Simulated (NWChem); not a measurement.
**Ionisation of hydrogen isocyanide (CHN)**

```xyz
3

C      0.0000     0.0000     0.7490
N      0.0000     0.0000    -0.4352
H      0.0000     0.0000    -1.4477
```
Charge 0, spin multiplicity 1.

Everything below was run with NWChem. All single points use one geometry, from PBE/def2-SVP, a minimum by its harmonic frequencies.

Basis set: def2-TZVP. −ε marks an orbital energy of the parent.

B3LYP has NWChem's definition, with VWN1-RPA local correlation.

Q: One of these methods gave a first vertical ionisation energy of 13.43 eV. Which?
(A) −ε(HOMO) of HF
(B) −ε(HOMO) of M06-2X
(C) −ε(HOMO) of B3LYP
(D) −ε(HOMO) of PBE0

A: A, −ε(HOMO) of HF. The others give 9.25 (−ε(HOMO) of PBE0), 9.01 (−ε(HOMO) of B3LYP), 10.69 (−ε(HOMO) of M06-2X).
